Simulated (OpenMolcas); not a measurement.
# One shape, several levels: BH3 (SMILES B)

Wanted: a comparison of 6 runs (M06-2X/6-31G, PBE0/6-31G, UB3LYP/6-31G, r2SCAN/6-31G, MP2/6-31G, ACPF/6-31G) of BH3. 

Program for the calculation: OpenMolcas 26.06.

1 further run of the same task is left out (set aside as unsound or not needed).

## (1) The structure to begin with

The species is BH3 (4 atoms), meant as a singlet with charge 0. As SMILES, `B`. The B1–H3 distance was set to 1.790 Å, away from the relaxed value. At this shape a bond of the SMILES string is far longer than usual.

Bond lengths: B1–H2 1.193 Å, B1–H4 1.193 Å. Angles: H2–B1–H4 120.0°. A long bond or contact: B1–H3 1.790 Å.

## (2) The energy at M06-2X/6-31G (run 1)

File geom.xyz:

```xyz
4

B      0.158940     0.563211    -0.029148
H      1.127240     0.960011     0.544752
H     -0.276200    -1.171800     0.043000
H     -0.519360     1.323211    -0.650948
```

File mol.input:

```
* BH3 Kohn-Sham DFT
&gateway
baslib=$CurrDir
coord=geom.xyz
basis=6-31G
group=NoSym
&seward
gridinput
Grid=UltraFine
End of Grid
&scf
ksdft=M062X
thresholds=1e-10 1e-07 1e-07 1e-05
prorbitals=1 1
```

The basis set 6-31G is read from a file made from the Basis Set Exchange's data (not shown).

The run is started by

```bash
$ export MOLCAS_MEM=1860
$ pymolcas mol.input > mol.log
```

Log:

```text
--- Start Module: gateway ---
[...]
--- Stop Module: gateway /rc=_RC_ALL_IS_WELL_ ---
--- Start Module: seward ---
[...]
      Basis functions           15
--- Stop Module: seward /rc=_RC_ALL_IS_WELL_ ---
--- Start Module: scf ---
[...]
       Convergence after  10 Iterations
[...]
::    Total KS-DFT energy                             -26.5062522748
[...]
      Total spin, S                                     0.0000000000
[...]
      Total electronic charge=    8.000000
      Total            charge=   -0.000000
[...]
      Dipole Moment (debye):
      Origin of the operator (angstrom)=    0.1485    0.5217   -0.0274
                   X=  2.1921E-01               Y=  8.7386E-01               Z= -3.6463E-02           Total=  9.0168E-01
      Quadrupole Moment (debye*angstrom):
[...]
--- Stop Module: scf /rc=_RC_ALL_IS_WELL_ ---
[...]
```

Wall time 4.2 s (1 thread of Arm Neoverse V1, shared host); peak memory 0.37 GiB.

## (3) A single-point energy at PBE0/6-31G (run 2)

geom.xyz is that of step 2.

File mol.inp:

```
&GATEWAY
  BasLib=$CurrDir
  Coord=geom.xyz
  Basis=6-31G
  Group=NoSym

&SEWARD
  GridInput
  Grid=UltraFine
  End of Grid

&SCF
  KSDFT=PBE0
  Thresholds=1e-10 1e-07 1e-07 1e-05
  PrOrbitals=1 1
```

The basis set 6-31G is read from a file made from the Basis Set Exchange's data (not shown).

The run is started by

```bash
$ export MOLCAS_MEM=1860
$ pymolcas mol.inp > mol.log
```

Log:

```text
--- Start Module: gateway ---
[...]
--- Stop Module: gateway /rc=_RC_ALL_IS_WELL_ ---
--- Start Module: seward ---
[...]
      Basis functions           15
--- Stop Module: seward /rc=_RC_ALL_IS_WELL_ ---
--- Start Module: scf ---
[...]
       Convergence after  10 Iterations
[...]
::    Total KS-DFT energy                             -26.4814076328
[...]
      Total spin, S                                     0.0000000000
[...]
      Total electronic charge=    8.000000
      Total            charge=   -0.000000
[...]
      Dipole Moment (debye):
      Origin of the operator (angstrom)=    0.1485    0.5217   -0.0274
                   X=  2.1934E-01               Y=  8.7440E-01               Z= -3.6480E-02           Total=  9.0222E-01
      Quadrupole Moment (debye*angstrom):
[...]
--- Stop Module: scf /rc=_RC_ALL_IS_WELL_ ---
[...]
```

Run time: 3.6 s. Hardware: 1 thread of Arm Neoverse V1, shared host; peak memory 0.37 GiB.

## (4) A single-point energy at UB3LYP/6-31G (run 3)

geom.xyz is that of step 3.

File mol.inp:

```
* BH3 Kohn-Sham DFT

&gateway
 baslib = $CurrDir
 coord = geom.xyz
 basis = 6-31G
 group = NoSym

&seward
 gridinput
 Grid=UltraFine
 End of Grid

&scf
 uhf
 ksdft = B3LYP
 thresholds = 1e-10 1e-07 1e-07 1e-05
 scramble = 0.25
 prorbitals = 1 1
```

The basis set 6-31G is read from a file made from the Basis Set Exchange's data (not shown).

The run is started by

```bash
$ export MOLCAS_MEM=1860
$ pymolcas mol.inp > mol.log
```

Log:

```text
--- Start Module: gateway ---
[...]
--- Stop Module: gateway /rc=_RC_ALL_IS_WELL_ ---
--- Start Module: seward ---
[...]
      Basis functions           15
--- Stop Module: seward /rc=_RC_ALL_IS_WELL_ ---
--- Start Module: scf ---
[...]
       Convergence after  15 Iterations
[...]
::    Total KS-DFT energy                             -26.5381707082
[...]
      Total spin, S                                    -0.0000000000
[...]
      Total electronic charge=    8.000000
      Total            charge=   -0.000000
[...]
      Dipole Moment (debye):
      Origin of the operator (angstrom)=    0.1485    0.5217   -0.0274
                   X=  2.2453E-01               Y=  8.9510E-01               Z= -3.7343E-02           Total=  9.2358E-01
      Quadrupole Moment (debye*angstrom):
[...]
--- Stop Module: scf /rc=_RC_ALL_IS_WELL_ ---
[...]
```

Run time: 6.6 s. Hardware: 1 thread of Arm Neoverse V1, shared host; peak memory 0.37 GiB.

Runs 4 to 5 aren't shown in full; the table further down has their settings and results.

## (5) The energy at ACPF/6-31G (run 6)

geom.xyz is that of step 4.

File mol.inp:

```
* BH3 ACPF
&gateway
baslib=$CurrDir
coord=geom.xyz
basis=6-31G
group=NoSym
&seward
&scf
thresholds=1e-10 1e-07 1e-07 1e-05
prorbitals=1 1
&motra
frozen=1
&guga
electrons=6
spin=1
inactive=3
active=0
ciall=1
&cpf
acpf
```

The basis set 6-31G is read from a file made from the Basis Set Exchange's data (not shown).

The run is started by

```bash
$ export MOLCAS_MEM=1860
$ pymolcas mol.inp > mol.log
```

Log:

```text
--- Start Module: gateway ---
[...]
--- Stop Module: gateway /rc=_RC_ALL_IS_WELL_ ---
[...]
      Basis functions           15
[...]
       Convergence after   9 Iterations
[...]
::    Total SCF energy                                -26.3023416018
[...]
      Total spin, S                                     0.0000000000
[...]
      *** WARNING: Default frozen orbitals is overwritten by user input.
      *** Default values:   1
[...]
--- Start Module: guga ---
[...]
--- Stop Module: guga /rc=_RC_ALL_IS_WELL_ ---
--- Start Module: cpf ---
[...]
      Active orbitals                            0       0
[...]
      Spin quantum number                      0.0
[...]
     FINAL ACPF ENERGY         -26.38765448
     FINAL CORRELATION ENERGY   -0.08531288  REFERENCE ENERGY     -26.30234160
[...]
      Title:  ACPF natural orbitals
[...]
      Total electronic charge=    8.000000
      Total            charge=    0.000000
[...]
      Dipole Moment (debye):
      Origin of the operator (angstrom)=    0.1485    0.5217   -0.0274
                   X=  1.8077E-01               Y=  7.2060E-01               Z= -3.0083E-02           Total=  7.4354E-01
      Quadrupole Moment (debye*angstrom):
[...]
--- Stop Module: cpf /rc=_RC_ALL_IS_WELL_ ---
[...]
```

Run time: 1.7 s. Hardware: 1 thread of Arm Neoverse V1, shared host; peak memory 0.37 GiB.

## (6) All runs side by side

| run | level | scramble | integration grid | energy (Eh) | dipole moment (D) of the reference | HOMO energy (eV) | LUMO energy (eV) | wall time |
| --- | --- | --- | --- | --- | --- | --- | --- | --- |
| 1 | M06-2X/6-31G | – | UltraFine | -26.506252 | 0.90 | -9.23 | -0.89 | 4.2 s |
| 2 | PBE0/6-31G | – | UltraFine | -26.481408 | 0.90 | -8.21 | -1.97 | 3.6 s |
| 3 | UB3LYP/6-31G | 0.25 | UltraFine | -26.538171 | 0.92 | -7.97 | -2.17 | 6.6 s |
| 4 | r2SCAN/6-31G | – | UltraFine | -26.501210 | 0.93 | -7.30 | -2.65 | 3.9 s |
| 5 | MP2/6-31G | – | – | -26.363196 | 1.09 | -10.99 | 1.95 | 1.6 s |
| 6 | ACPF/6-31G | – | – | -26.387654 | 1.09 | -10.99 | 1.95 | 1.7 s |

## (7) What came out

```
                                         quantity         value
                              run 6: total energy  -26.38765 Eh
        run 6: dipole moment (mean-field density)        1.09 D
       run 6: HOMO energy (Hartree–Fock orbitals)     -10.99 eV
       run 6: LUMO energy (Hartree–Fock orbitals)       1.95 eV
     run 6: HOMO–LUMO gap (Hartree–Fock orbitals)      12.94 eV
run 6: correlation energy (1 core orbital frozen)     -85.3 mEh
```

Over runs 1, 2, 3, 4 the dipole moment (its size) runs from 0.90 D (M06-2X/6-31G) to 0.93 D (r2SCAN/6-31G). Over runs 1, 2, 3, 4 the HOMO–LUMO gap runs from 4.65 eV (r2SCAN/6-31G) to 8.34 eV (M06-2X/6-31G). Totals of different functionals can't be ranked against each other. All runs together took 22 s, the longest 6.6 s.
